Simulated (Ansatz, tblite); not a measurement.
Forces on SiH2Me(SiH3) (CH₈Si₂) at its r2SCAN-D4/def2-SVP geometry. Charge 0, multiplicity 1.

The xTB rows come from tblite.

GFN1-xTB (tblite), largest force 0.98 eV/Å:

```xyz
11
positions Å, forces eV/Å
Si   -0.448    0.365   -0.652   -0.310   -0.778   -0.511
H     0.071    0.589   -2.039   -0.295    0.126    0.465
H    -1.939    0.511   -0.701    0.535    0.158   -0.088
C     0.292    1.629    0.536   -0.095    0.163   -0.134
H     0.050    2.655    0.218    0.162   -0.055    0.244
H     1.389    1.538    0.578   -0.162    0.162    0.130
H    -0.100    1.489    1.556    0.178    0.173   -0.090
Si    0.078   -1.826    0.009   -0.043    0.172   -0.054
H     1.562   -2.029    0.002   -0.577   -0.168    0.080
H    -0.539   -2.837   -0.905    0.334    0.193    0.480
H    -0.416   -2.083    1.399    0.274   -0.146   -0.522
```

GFN2-xTB (tblite), largest force 0.95 eV/Å:

```
Si -0.267 -0.795 -0.450
H -0.193 0.098 0.416
H 0.452 0.122 -0.015
C 0.151 0.452 0.258
H 0.160 -0.387 0.224
H -0.473 0.080 0.020
H 0.205 0.104 -0.421
Si 0.008 0.129 0.021
H -0.526 -0.060 0.041
H 0.267 0.300 0.390
H 0.216 -0.041 -0.483
```

PBE-D4/def2-TZVP (Ansatz), largest force 0.14 eV/Å:

```
Si 0.018 -0.043 0.025
H 0.007 0.008 -0.023
H -0.024 0.007 -0.001
C 0.041 0.114 0.068
H 0.008 -0.067 0.009
H -0.066 -0.011 -0.010
H 0.020 -0.009 -0.064
Si -0.013 0.040 -0.017
H 0.024 -0.010 0.003
H -0.007 -0.017 -0.012
H -0.007 -0.011 0.022
```
